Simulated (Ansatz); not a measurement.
Results of LDA (Ansatz, an electronic-structure program, PAW) for BaAgSbS3 (C2/c, No. 15; cell taken from a computed entry).

Numerical settings: plane-wave cutoff 520 eV, 6×6×2 k mesh (along the axes of the cell as run), Fermi–Dirac smearing 0.01 eV, no spin polarisation, scalar-relativistic PAW data made under PBE.

Cell (relaxed with PBEsol):

```cif
data_Ag8Ba8S24Sb8
_chemical_formula_sum 'Ba8 Ag8 Sb8 S24'
_space_group_name_H-M_alt 'C2/c'
_space_group_IT_number 15
_space_group_name_Hall '-C 2yc'
_cell_length_a 9.26539
_cell_length_b 7.92990
_cell_length_c 16.98144
_cell_angle_alpha 90.000
_cell_angle_beta 102.036
_cell_angle_gamma 90.000
loop_
_atom_site_label
_atom_site_type_symbol
_atom_site_symmetry_multiplicity
_atom_site_Wyckoff_symbol
_atom_site_fract_x
_atom_site_fract_y
_atom_site_fract_z
_atom_site_occupancy
Ba1 Ba 8 f 0.32855 0.12726 0.38849 1
Ag1 Ag 4 e 0.00000 0.07184 0.75000 1
Ag2 Ag 4 e 0.00000 0.30295 0.25000 1
Sb1 Sb 8 f 0.17103 0.15002 0.07601 1
S1 S 8 f 0.23664 0.27598 0.21419 1
S2 S 8 f 0.13497 0.44028 0.41777 1
S3 S 8 f 0.02266 0.03911 0.89646 1
```
(The calculation used a cell of 24 atoms; values per cell refer to that cell.)

### Question
Predict the band gap, smallest direct gap on the k points sampled and Γ–Γ gap.

### Answer

- band gap = 1.14 eV
- smallest direct gap on the k points sampled = 1.21 eV
- Γ–Γ gap = 2.62 eV

Note: cell and atoms aren't relaxed at this level (largest force component 0.12 eV/Å, pressure -1.8 GPa).

Spin–orbit coupling is not included.

Computed values are for the static lattice.

Computing time: around 8 core-minutes (rough).
